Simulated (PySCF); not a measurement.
Which level of theory gave which numbers?

Species: (Z)-acetaldoxime, C₂H₅NO.
Geometry (PBE0-D3(BJ)/def2-SVP, Å), atoms numbered from 1 in this order:
```xyz
9
C2H5NO angstrom
C     -0.5059   -0.8878    0.4173
C     -0.5756    0.5222   -0.0590
N      0.3762    1.2396   -0.5094
O      1.5817    0.5873   -0.5434
H      0.5140   -1.2823    0.3421
H     -1.1833   -1.5247   -0.1744
H     -0.8419   -0.9542    1.4647
H     -1.5399    1.0440   -0.0375
H      2.1746    1.2559   -0.9004
```

The closed-shell ground state was solved 5 times with PySCF (density fitting, gas phase), always in the pcJ-1 basis (158 functions), with these functionals: B97-2, BHandHLYP, HF, LDA and PBE0.

```csv
row,total energy (Eh),HOMO (eV),LUMO (eV),dipole (D)
P,-209.0681,-7.05,0.23,0.60
Q,-207.4328,-6.11,-0.97,0.56
R,-209.0118,-8.57,1.50,0.70
S,-208.9020,-7.31,0.31,0.60
T,-207.8847,-10.46,4.40,0.87
```

Q: Which functional belongs to which row?

A: P = B97-2, Q = LDA, R = BHandHLYP, S = PBE0, T = HF. By rising HOMO–LUMO gap: LDA (LDA) 5.14 eV; B97-2 (global hybrid, 21 % exact exchange) 7.28 eV; PBE0 (global hybrid, 25 % exact exchange) 7.62 eV; BHandHLYP (global hybrid, 50 % exact exchange) 10.07 eV; HF (all exact exchange) 14.86 eV. Total energies of different functionals aren't bounds to one another; each is stationary for its own functional.

One conformer stands for the species.
